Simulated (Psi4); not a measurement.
**U-wB97X-D/def2-SVP (sweep point 4) run of NH2 (SMILES [NH2])**

What is the vertical ionisation energy of NH2 at U-wB97X-D/def2-SVP (sweep point 4)? 

The results are computed with Psi4 1.11.

## (1) The molecule

The species is NH2 (3 atoms), meant as a doublet with charge 0. SMILES: `[NH2]`. The coordinates come from a GFN2-xTB relaxation.

Bond lengths: N1–H2 1.014 Å, N1–H3 1.014 Å. Angles: H2–N1–H3 110.0°.

## (2) A single-point energy at U-wB97X-D/def2-SVP (sweep point 4)

Input file job.dat:

```
memory 1600 mb

molecule {
  0 2
  N      0.307180    -0.182210     0.151440
  H      0.155580     0.820260     0.174790
  H     -0.462760    -0.638040    -0.326220
  units angstrom
  symmetry c1
}

set reference uks
set puream true
set scf_type pk
set dft_radial_points 99
set dft_spherical_points 590
set maxiter 150

energy_value, wavefunction = energy('wb97x-d/def2-SVP', return_wfn=True)
```

The run is started by

```console
$ psi4 -n 1 job.dat job.out
```

job.out, shortened:

```text
[...]
  Running in c1 symmetry.
[...]
  Nuclear repulsion =    7.623248640330202
[...]
  Multiplicity = 2
[...]
  Nalpha       = 5
  Nbeta        = 4
[...]
    Number of basis functions: 24
[...]
   @UKS iter   1:   -55.74681624683367   -4.68497e-01   1.46875e-02 DIIS/ADIIS
[...]
   @UKS iter   8:   -55.80833115042989   -5.66512e-09   3.61705e-07 DIIS
[...]
   @S^2 Observed:                7.530898025E-01
[...]
    Orbital Energies [Eh]
    ---------------------
    Alpha Occupied:
       1A    -14.459396     2A     -0.937063     3A     -0.569889
       4A     -0.392477     5A     -0.392016
    Alpha Virtual:
       6A      0.144255     7A      0.216348     8A      0.634325
       9A      0.667626    10A      0.787815    11A      0.803315
      12A      0.895991    13A      0.920894    14A      1.342703
      15A      1.456867    16A      1.564948    17A      1.752196
      18A      2.156655    19A      2.186984    20A      2.522774
      21A      2.627738    22A      2.794282    23A      3.155921
      24A      3.379415
[...]
  @UKS Final Energy:   -55.80833115042989
   => Energetics <=
    Nuclear Repulsion Energy =              7.6232486403302024
    One-Electron Energy =                 -90.3435852693141470
    Two-Electron Energy =                  32.1239381571585554
    DFT Exchange-Correlation Energy =      -5.2118868064726191
    Empirical Dispersion Energy =          -0.0000458721318878
    VV10 Nonlocal Energy =                  0.0000000000000000
    Total Energy =                        -55.8083311504298933
[...]
 Multipole Moments:
 ------------------------------------------------------------------------------------
     Multipole            Electronic (a.u.)      Nuclear  (a.u.)        Total (a.u.)
 ------------------------------------------------------------------------------------
 L = 1.  Multiply by 2.5417464519 to convert [e a0] to [Debye]
 Dipole X            :          0.1795823           -0.8411302           -0.6615479
 Dipole Y            :         -0.0960031            0.4500467            0.3540437
 Dipole Z            :          0.0000000            0.0000000            0.0000000
 Magnitude           :                                                    0.7503283
[...]
```

It took 3.3 s on 1 thread of Intel Xeon 6975P-C (Granite Rapids), shared host; peak memory 0.33 GiB.

## (3) The singlet cation at the same level

Input file input.dat:

```
memory 1600 MB

molecule molecule1 {
  1 1
  N      0.307180    -0.182210     0.151440
  H      0.155580     0.820260     0.174790
  H     -0.462760    -0.638040    -0.326220
  symmetry c1
}

set puream true
set scf_type pk
set dft_radial_points 99
set dft_spherical_points 590

result = energy('wb97x-d/def2-SVP')
```

The run is started by

```console
$ psi4 -i input.dat -o output.dat -n 1
```

output.dat, shortened:

```text
[...]
  Running in c1 symmetry.
[...]
  Nuclear repulsion =    7.623248640330202
[...]
  Multiplicity = 1
[...]
  Nalpha       = 4
  Nbeta        = 4
[...]
    Number of basis functions: 24
[...]
   @RKS iter   1:   -55.33201559780401   -5.36961e-02   6.39246e-03 DIIS/ADIIS
[...]
   @RKS iter   7:   -55.34844551428750   -1.32147e-09   1.40178e-07 DIIS
[...]
    Orbital Energies [Eh]
    ---------------------
    Doubly Occupied:
       1A    -14.993960     2A     -1.366651     3A     -1.003973
       4A     -0.827705
[...]
  @RKS Final Energy:   -55.34844551428750
   => Energetics <=
    Nuclear Repulsion Energy =              7.6232486403302024
    One-Electron Energy =                 -86.1440144974650650
    Two-Electron Energy =                  28.1727794970438730
    DFT Exchange-Correlation Energy =      -5.0004132820646250
    Empirical Dispersion Energy =          -0.0000458721318878
    VV10 Nonlocal Energy =                  0.0000000000000000
    Total Energy =                        -55.3484455142874978
[...]
 Multipole Moments:
 ------------------------------------------------------------------------------------
     Multipole            Electronic (a.u.)      Nuclear  (a.u.)        Total (a.u.)
 ------------------------------------------------------------------------------------
 L = 1.  Multiply by 2.5417464519 to convert [e a0] to [Debye]
 Dipole X            :          0.0576430           -0.8411302           -0.7834872
 Dipole Y            :         -0.0308356            0.4500467            0.4192112
 Dipole Z            :          0.0000000            0.0000000            0.0000000
 Magnitude           :                                                    0.8885889
[...]
```

Run time: 2.7 s. Hardware: 1 thread of Intel Xeon 6975P-C (Granite Rapids), shared host; peak memory 0.32 GiB.

## (4) Results

Level: U-wB97X-D/def2-SVP (sweep point 4).

```
                                          quantity         value
                         doublet NH2: total energy  -55.80833 Eh
                        doublet NH2: dipole moment        1.91 D
   doublet NH2: HOMO energy (highest over α and β)      -9.88 eV
    doublet NH2: LUMO energy (lowest over α and β)      -0.27 eV
                    doublet NH2: dispersion energy  -0.12 kJ/mol
                                 doublet NH2: ⟨S²⟩         0.753
                      singlet cation: total energy  -55.34845 Eh
                       singlet cation: HOMO energy     -22.52 eV
                       singlet cation: LUMO energy     -14.09 eV
                     singlet cation: HOMO–LUMO gap       8.44 eV
                 singlet cation: dispersion energy  -0.12 kJ/mol
vertical ionisation energy (to the singlet cation)     12.514 eV
```

The vertical ionisation energy comes to 12.51 eV (1207 kJ/mol). Only the singlet of the ionised species was computed; a triplet could lie lower.
